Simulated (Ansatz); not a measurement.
**Match the barriers**

Saddle point of Si2H7, doublet (SiH₃ + SiH₄ → SiH₃ + SiH₄; bonds formed: H1–Si3; bonds broken: H1–Si2), PBE0-D4/def2-TZVP structure:

```json
{"atom": "H1", "x (Å)": "-0.0006", "y (Å)": "0.0005", "z (Å)": "-0.0001"}
{"atom": "Si2", "x (Å)": "0.1625", "y (Å)": "0.6610", "z (Å)": "1.6375"}
{"atom": "Si3", "x (Å)": "-0.1627", "y (Å)": "-0.6609", "z (Å)": "-1.6376"}
{"atom": "H4", "x (Å)": "-0.4290", "y (Å)": "2.0256", "z (Å)": "1.6624"}
{"atom": "H5", "x (Å)": "1.6075", "y (Å)": "0.7198", "z (Å)": "1.9855"}
{"atom": "H6", "x (Å)": "-0.5593", "y (Å)": "-0.2303", "z (Å)": "2.5847"}
{"atom": "H7", "x (Å)": "0.8261", "y (Å)": "-1.7591", "z (Å)": "-1.8074"}
{"atom": "H8", "x (Å)": "0.1010", "y (Å)": "0.4256", "z (Å)": "-2.6187"}
{"atom": "H9", "x (Å)": "-1.5455", "y (Å)": "-1.1825", "z (Å)": "-1.8062"}
```

Ansatz 0.2.0; basis: def2-TZVPP, with def2-QZVPP for the basis limit; cores frozen in the correlated methods; orbitals are unrestricted. B3LYP uses VWN-RPA correlation. Extrapolation: Hartree–Fock as exp(−7.88 √X), correlation as X^−2.97. Four methods, as single points on the PBE0-D4 structures, gave these electronic barriers from the start structure: 12.5, 28.7, 48.1, 89.6 kJ/mol.

**Question.** The methods were, in alphabetical order, B3LYP-D4, CCSD(T), HF, PBE-D4. Which gave which? (Judge from chemistry; the calculation decides.)

**Answer.** Computed: PBE-D4 12.5; B3LYP-D4 28.7; CCSD(T) 48.1; HF 89.6 kJ/mol. For comparison, CCSD(T) at an estimated basis limit (MP2 extrapolated from triple and quadruple zeta, plus CCSD(T) − MP2 in triple zeta) gives 44.8 kJ/mol.

The T1 diagnostic stays at or below 0.016. ⟨S²⟩ of the unrestricted Hartree–Fock references: 0.75 to 0.78 (a pure state has 0.75). The start structure is not quite a true minimum (one mode of 57i cm⁻¹). The end structure is not quite a true minimum (one mode of 57i cm⁻¹).

Radical steps of this kind take place in plasma deposition and etching.

For scale, one of the runs: CCSD(T)/def2-TZVPP, 182 basis functions, launched by `ansatz run in.yaml --threads 2 --pin off --events-out ev --progress --plain --max-ram 4352MiB`. Time: 55 s of wall clock on 2 CPU threads of an Arm Neoverse V2; the host was shared. Peak host memory: 3.8 GiB.
